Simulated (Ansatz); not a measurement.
# Property card for Ni7Ge4

The calculation used DFT PBEsol, scalar-relativistic, plane waves, PAW in Ansatz 0.2.0.

Plane waves to 420 eV, a k mesh through Γ of 10×10×10 on the computed 11-atom cell and Gaussian smearing (0.10 eV); no spin polarisation.

The structure is relaxed at this level of theory with its symmetry kept. Whether it is the stable form of this composition wasn't checked.

```cif
data_structure
_symmetry_space_group_name_H-M 'P 1'
_symmetry_Int_Tables_number 1
_cell_length_a 6.3115
_cell_length_b 6.3115
_cell_length_c 6.3115
_cell_angle_alpha 143.935
_cell_angle_beta 76.622
_cell_angle_gamma 115.026
_cell_volume 131.20
loop_
_atom_site_label
_atom_site_type_symbol
_atom_site_fract_x
_atom_site_fract_y
_atom_site_fract_z
_atom_site_occupancy
Ni1 Ni 0.61646 0.99405 0.62241 1
Ni2 Ni 0.12734 0.00263 0.12471 1
Ni3 Ni 0.37165 0.99405 0.37759 1
Ni4 Ni 0.87792 0.00263 0.87529 1
Ni5 Ni 0.66555 0.66555 0.00000 1
Ni6 Ni 0.08740 0.33288 0.75452 1
Ni7 Ni 0.57836 0.33288 0.24548 1
Ge1 Ge 0.91659 0.66612 0.25048 1
Ge2 Ge 0.41564 0.66612 0.74952 1
Ge3 Ge 0.31640 0.31640 0.00000 1
Ge4 Ge 0.86094 0.36094 0.50000 1
```

| Quantity | Value |
| --- | --- |
| Space group | Imm2 (No. 44) |
| Volume per atom | 11.93 Å³ |
| Formation energy from the elements' standard states (uncorrected) | -0.344 eV/atom |
| Kohn–Sham band gap | none (metal) |
| Density of states at the Fermi level | 5.78 states/eV per cell |
| Löwdin character within 0.5 eV of the Fermi level | Ni 3d 70 %, Ge 4p 21 % |

A ferromagnetic start lost its moments in a first run, so spin was left out; other magnetic orders weren't tried.

Cost: 1 run of about 18 core-minutes, on Oxide Virtual Turin-like Processor (Zen 5) (shared hosts).